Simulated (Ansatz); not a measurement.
The input, for Ansatz 0.2.0:

```yaml
crystal:
  periodic: [false, false, false]
  atoms:
    - {symbol: N, position_ang: [-0.148059, -0.001989, 0.000010]}
    - {symbol: H, position_ang: [3.377623, 0.045369, -0.000231]}
    - {symbol: H, position_ang: [-0.671982, 0.877957, -0.002752]}
    - {symbol: H, position_ang: [-0.648157, -0.895690, 0.002842]}
basis:
  gaussian: {orbitals: 6-31G}
total_charge: 1
magnetization: {spin_polarized: true, initial_magnetization: 1}
hamiltonian: {xc: {name: r2SCAN}}
```

```sh
$ ansatz run in.yaml --threads 1 --pin off --events-out ev --progress --plain --max-ram 2393MiB
```

The program prints:

```
229 factors; integrals over basis functions are off by at most 3.1e-4 eV
mean field evaluation 1: about -1508.6573 eV, gradient 4.9e1 eV
mean field evaluation 2: about -1472.0466 eV, gradient 7.1e1 eV
mean field evaluation 4: about -1511.9283 eV, gradient 3.2e1 eV
mean field evaluation 8: about -1509.8236 eV, gradient 3.3e1 eV
mean field evaluation 16: about -1522.1875 eV, gradient 1.2e-3 eV
mean field evaluation 32: about -1520.8537 eV, gradient 8.9e0 eV
mean field -1522.18751573 eV, -55.9393594274 hartree, gradient 2.1e-5 eV, S^2 1.415462; 3 other end points of the search recorded, 0 dependent functions left out
reference -1522.18752173 eV, -55.9393596477 hartree; 5, 4 occupied and 10, 11 virtual orbitals, 229 factors
Total energy: -1522.18752173 eV, -55.9393596477 hartree
```

Ran on 1 thread of Arm Neoverse V1, shared host: 1.5 s wall, 0.13 GiB peak host memory.
